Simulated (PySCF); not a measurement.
Ionisation of 1-penten-3-yne

System: `C=CC#CC` (C5H6). Non-hydrogen atoms are numbered in `[CH2:1]=[CH:2][C:3]#[C:4][CH3:5]`.

Computed at ωB97X-D3(BJ)/ma-def2-TZVP // PBE0-D3(BJ)/def2-SVP with PySCF (density fitting, grid level 2). Thermal corrections: PBE0-D3(BJ)/def2-SVP frequencies, unscaled, ideal gas at 298.15 K and 1 bar, quasi-RRHO entropy.

Frontier levels of the parent: HOMO -8.98 eV, LUMO 1.12 eV.

Oxidation to the radical cation:
```
Vertical ionisation energy (electronic)              : 8.86 eV
Adiabatic ionisation energy (with zero-point energy) : 8.71 eV
Adiabatic, electronic part                           : 8.75 eV
Vertical gap at the product's structure              : 8.51 eV
Inner reorganisation energy (four-point)             : 347 meV
Relaxation of product / of parent                    : 107 / 240 meV
⟨S²⟩ of the product                                  : 0.787
Largest spin populations                             : C1 0.48, C4 0.38, C3 0.12
Largest changes of atomic charge                     : C4 0.26, C1 0.21, C3 0.12
Distances that move most (Å)                         : C2–C3 1.423 → 1.378; C1–C2 1.342 → 1.386; C4–C5 1.452 → 1.426; C3–C4 1.216 → 1.242
Potential in dichloromethane                         : 6.71 V absolute, 2.01 V against Fc+/Fc computed at 4.70 V (solvation -12 → -204 kJ/mol)
```

Solvents are IEF-PCM continua (electrostatics only, gas-phase structures); absolute potentials refer to an electron at rest in vacuum. Fc+/Fc in dichloromethane, 4.70 V, is ωB97X-D3(BJ)/ma-def2-TZVP on PBE0-D3(BJ)/def2-SVP structures with GFN2-xTB thermal terms. Benchmark calculations put it near 5.0 V in acetonitrile and DMSO, so it is about 0.3 V low, and the value against it can read up to that much too high.

Measured values (NIST Chemistry WebBook, evaluated or the median of agreeing entries): vertical ionisation energy 9.08 eV (computed 8.86, difference -0.22); adiabatic ionisation energy 9.00 eV (computed 8.71, difference -0.29).

Structures, frequencies and single points took 15 min of wall time on 1 thread of Arm Neoverse N1 (shared host), launched as `OMP_NUM_THREADS=1 python redox_run.py task.json out`.
